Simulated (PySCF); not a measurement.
Job file and geometry (Å, from PBE0-D3(BJ)/def2-SVP) of an NMR shielding run on SMILES FC(Cl)(Cl)Cl, CCl$_{3}$F, GIAO PBE0/pcSseg-1 NMR shielding, non-relativistic, gas phase (PySCF); density fitting, a coarse starting grid and PySCF grid level 2 are the driver's defaults:

```
$ OMP_NUM_THREADS=1 python probes_run.py task.json out

{"job": {"kind": "nmr", "xc": "PBE0", "basis": "pcSseg-1"}, "charge": 0, "multiplicity": 1}
F     -0.996093     0.975129    -0.124366
C     -0.052047     0.051004    -0.006528
Cl     0.609105     0.126908     1.629643
Cl    -0.773841    -1.534103    -0.303362
Cl     1.212866     0.381071    -1.195388
```

Question: What does the program print?

Answer: 
```
coarse grid: 7048 points
cycle   1  E = -1517.6908797416  dE =  7.999e-01  |g| = 7.915e-01  |ddm| = 2.197e+00
cycle   2  E = -1517.3690675152  dE =  3.218e-01  |g| = 1.538e+00  |ddm| = 1.450e+00
cycle   3  E = -1517.8304468963  dE = -4.614e-01  |g| = 5.715e-02  |ddm| = 9.578e-01
cycle   4  E = -1517.8306042800  dE = -1.574e-04  |g| = 4.272e-02  |ddm| = 5.944e-02
cycle   5  E = -1517.8309543775  dE = -3.501e-04  |g| = 7.184e-03  |ddm| = 3.615e-02
cycle   6  E = -1517.8309631696  dE = -8.792e-06  |g| = 1.076e-03  |ddm| = 6.205e-03
final grid: 58056 points
cycle   7  E = -1517.8636539709  dE = -2.773e-05  |g| = 4.870e-03  |ddm| = 1.358e-02
cycle   8  E = -1517.8636510459  dE =  2.925e-06  |g| = 5.523e-03  |ddm| = 5.896e-03
cycle   9  E = -1517.8636566899  dE = -5.644e-06  |g| = 1.512e-03  |ddm| = 4.279e-03
cycle  10  E = -1517.8636571124  dE = -4.225e-07  |g| = 1.378e-04  |ddm| = 1.183e-03
cycle  11  E = -1517.8636571156  dE = -3.169e-09  |g| = 6.602e-05  |ddm| = 1.613e-04
cycle  12  E = -1517.8636571163  dE = -7.281e-10  |g| = 7.046e-06  |ddm| = 4.454e-05
converged SCF energy = -1517.8636571163

GIAO shielding tensors (ppm)
atom      isotropic    diamagn.    paramagn.     s11        s22        s33       span
  0 F      177.248     471.585    -294.337    160.737    160.860    210.146     49.408
  1 C       41.429     236.793    -195.365     39.615     39.677     44.994      5.379
  2 Cl     394.591    1144.024    -749.432     94.445    135.546    953.783    859.338
  3 Cl     394.117    1144.022    -749.905     93.434    134.888    954.028    860.594
  4 Cl     393.990    1144.021    -750.031     93.202    134.637    954.132    860.931
```

Size and cost of the density-fitted run: 106 basis functions, about 7 core-seconds.
